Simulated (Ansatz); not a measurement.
What does this script print? It uses the Python package of Ansatz (0.2.0).

The script, `c4h8f2_energy.py`:
```python
# -*- coding: utf-8 -*-
"""Single point of C4H8F2."""

from pathlib import Path

import ansatz

config = {
    "basis_set": "cc-pVDZ",
    "xc": "r2scan",
}

mol = (
    ansatz.Crystal.molecule()
    .atom("C", (1.4455, -0.0767, -0.8142))
    .atom("C", (0.5753, -0.8056, 0.2116))
    .atom("C", (-0.4696, 0.1029, 0.8841))
    .atom("C", (-1.5272, 0.6045, -0.1011))
    .atom("F", (-1.1059, -0.6224, 1.8768))
    .atom("F", (0.1573, 1.1876, 1.4743))
    .atom("H", (0.8404, 0.2424, -1.6879))
    .atom("H", (1.9338, 0.8094, -0.3566))
    .atom("H", (2.2379, -0.7642, -1.1782))
    .atom("H", (0.0674, -1.6623, -0.2827))
    .atom("H", (1.2406, -1.2214, 0.9992))
    .atom("H", (-1.0798, 1.3017, -0.8397))
    .atom("H", (-2.3198, 1.1526, 0.4509))
    .atom("H", (-1.9959, -0.2486, -0.6365))
)

calculation = (
    mol.calculation()
    .basis(gaussian=config["basis_set"])
    .functional(config["xc"])
    .orbitals()
)
outcome = calculation.run(runs_dir="c4h8f2_runs")
summary = outcome.report

print(f"E = {summary['free_energy_ev']:.6f} eV = {summary['free_energy_ev'] / 27.211386246:.7f} Ha")
print("converged:", summary["converged"], " doubts:", summary["published_state_doubts"] or "none")

lines = Path(summary["orbitals_path"]).read_text().splitlines()
field_of = lambda key: [line.split("=")[1].strip() for line in lines if line.startswith(key)]
orbitals = [(27.211386 * float(e), s, float(n)) for e, s, n in zip(field_of("Ene="), field_of("Spin="), field_of("Occup="))]
homo = max(e for e, _, n in orbitals if n > 0.5)
lumo = min(e for e, _, n in orbitals if n < 0.5)
for e, spin, n in sorted(orbitals):
    if homo - 10 < e < lumo + 5:
        print(f"{spin:6s} {e:10.3f} eV  occupation {n:.0f}")
```

```console
$ python c4h8f2_energy.py
E = -9708.420028 eV = -356.7778554 Ha
converged: True  doubts: none
Alpha     -16.957 eV  occupation 2
Alpha     -15.204 eV  occupation 2
Alpha     -13.484 eV  occupation 2
Alpha     -12.775 eV  occupation 2
Alpha     -12.416 eV  occupation 2
Alpha     -11.323 eV  occupation 2
Alpha     -10.558 eV  occupation 2
Alpha     -10.344 eV  occupation 2
Alpha      -9.886 eV  occupation 2
Alpha      -9.588 eV  occupation 2
Alpha      -9.238 eV  occupation 2
Alpha      -9.152 eV  occupation 2
Alpha      -9.020 eV  occupation 2
Alpha      -8.683 eV  occupation 2
Alpha      -7.627 eV  occupation 2
Alpha       1.423 eV  occupation 0
Alpha       2.219 eV  occupation 0
Alpha       2.335 eV  occupation 0
Alpha       2.942 eV  occupation 0
Alpha       3.231 eV  occupation 0
Alpha       3.497 eV  occupation 0
Alpha       3.715 eV  occupation 0
Alpha       4.273 eV  occupation 0
Alpha       4.654 eV  occupation 0
Alpha       5.121 eV  occupation 0
Alpha       5.148 eV  occupation 0
Alpha       5.871 eV  occupation 0
```

Notes:
- Total energies depend on the basis set; only differences at equal settings carry meaning.
- The geometry is a force-field or estimated start, not a minimum of this method, and the basis set is short of its limit.
- Alpha marks a spatial orbital of a restricted run, filled by both spins.
- Levels such as HOMO and LUMO are orbital energies: with these approximate functionals they aren't the ionisation energy and electron affinity, and their gap isn't the fundamental gap.
- The whole script took 8.4 s on 1 thread of Arm Neoverse V1, with other jobs on the host, peak memory 0.24 GiB.

(A comment or docstring line of the script was reworded after the run, the code is as it ran; lines on the test bed's own set-up are left out of the output.)
